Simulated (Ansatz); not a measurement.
## How far each method lies from full CI for HAlC, singlet

Geometry: a point of a stretch scan, not a stationary point.

```xyz
3

Al    0.0000    0.0000    1.6376
C     0.0000    0.0000   -4.8664
H     0.0000    0.0000    3.2287
```

Basis 6-31G; Ansatz 0.2.0. Only valence electrons are correlated (noble-gas cores frozen), which leaves 8 electrons in 18 orbitals. R marks a restricted (for open shells ROHF) determinant, U an unrestricted one. Active spaces: pair = (2e, 2o) about the gap; valence = (8e, 9o) chosen from the atoms' valence shells.

Full CI is exact within this basis and frozen core; it isn't the basis-set limit. The frozen core follows each run's orbitals, which can shift R against U totals by a few meV.

The determinant fills πx and πy unequally, so it is a mixture of Σ and Δ, which weighs on every level built on one determinant.

The determinant has the irrep A1, whose lowest full-CI state lies within 3 meV of the A2 state that serves as the reference; occupations given are those of the former. RHF is unstable: UHF (⟨S²⟩ = 1.05) lies 1.60 eV below the lowest RHF solution. Higher spins weren't run at this geometry and may lie near or lower.

* UHF ⟨S²⟩: 1.046
* T1 diagnostic (RCCSD): 0.0102
* largest doubles amplitude (RCCSD): 0.291

| level | E − E(full CI) (kcal/mol) | share of correlation (%) | wall time |
| --- | --- | --- | --- |
| RHF | 72.32 | 0.00 | – |
| UHF† | 35.38 | – | – |
| RMP2 | 30.85 | 57.33 | – |
| UMP2† | 2.00 | – | – |
| CISD | 10.91 | 84.91 | 0.48 s |
| RCCSD* | 4.09 | 94.35 | – |
| UCCSD*† | -32.16 | – | – |
| RCCSD(T)* | 2.79 | 96.14 | 0.57 s |
| UCCSD(T)*† | -35.70 | – | 5.5 s |
| BCCD(T)* | 2.79 | 96.14 | 0.63 s |
| RCCSDT | 2.44 | 96.63 | – |
| UCCSDT*† | -36.09 | – | – |
| CISDTQ | 1.35 | 98.13 | 3.4 s |
| RCCSDT(Q) | 1.55 | 97.86 | 2.1 s |
| UCCSDT(Q)*† | -36.14 | – | 8.5 s |
| RCCSDTQ* | 0.00 | 100.00 | 77 s |
| UCCSDTQ*† | -36.14 | – | 73 s |
| CASSCF (pair space) | 53.95 | 25.40 | – |
| NEVPT2 (pair space) | 20.63 | 71.48 | 0.72 s |
| MRCISD (pair space) | 3.65 | 94.95 | – |
| MRCISD+Q (pair space) | -0.75 | 101.04 | 1 s |

An asterisk marks runs whose energy the program itself flagged as in doubt. A dagger marks rows that describe another state than the reference (another or a broken symmetry, a higher spin or other natural occupations), so the difference holds a gap between states beside the method's error.

The correlation energy at full CI, counted from RHF, is -3.136 eV. That run took 39 s on 1 thread of Arm Neoverse V2, shared host over 2,340,352 determinants.

Run but not shown, since their state, orbitals or frozen core can't be matched to the reference's or they repeat it: CASSCF (valence space), NEVPT2 (valence space), MRCISD (valence space), MRCISD+Q (valence space).

Times hold each run's SCF and search for its determinant on a shared host, so for small cases they say little of a method's own cost; they ran on 1 thread of Arm Neoverse V2.

More than 5 meV below full CI, which no variational method can be: MRCISD+Q (pair space).

Unrestricted levels hold only the spin's projection, and here they fall towards a lower state of higher spin.

The full-CI state has the irrep A2 of C2v, in the program's axes (one component, if the state is degenerate).

Natural occupations of full CI about the gap: 1.970 1.947 1.894 0.993 0.993 0.046 0.046 0.044 0.029 0.008; effectively unpaired electrons, Σ n²(2−n)², 2.08. No single determinant describes this state well, so single-reference rows can miss without a flag.
